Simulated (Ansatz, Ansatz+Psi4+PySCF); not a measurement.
```yaml
atoms:
  - { symbol: Si, position_ang: [0.0000, 0.0000, -0.9658] }
  - { symbol: Si, position_ang: [0.0000, 0.0000, 0.9658] }
```

Basis set: cc-pV(T+d)Z (spherical functions). Correlated methods keep 10 orbitals frozen. Correlation on ROHF uses semicanonical orbitals with singles. Charge 0, multiplicity 3.

Computed with Ansatz (development build ahead of 0.2.0); the reference of a correlated method needn't be the lowest determinant of its kind.

Problem. Give the atomization energy at this shape (free ground-state atoms in the same class of orbitals less the molecule, no zero-point energy) of triplet Si₂ by UHF-BCCD(T), ROHF-CCSD(T).

Solution.

| method | atomization energy |
| --- | --- |
| UHF-BCCD(T) | 54.56 kcal/mol |
| ROHF-CCSD(T) | 54.60 kcal/mol |

Caution: the reference determinant was not shown to be the lowest; the shape is not the minimum.
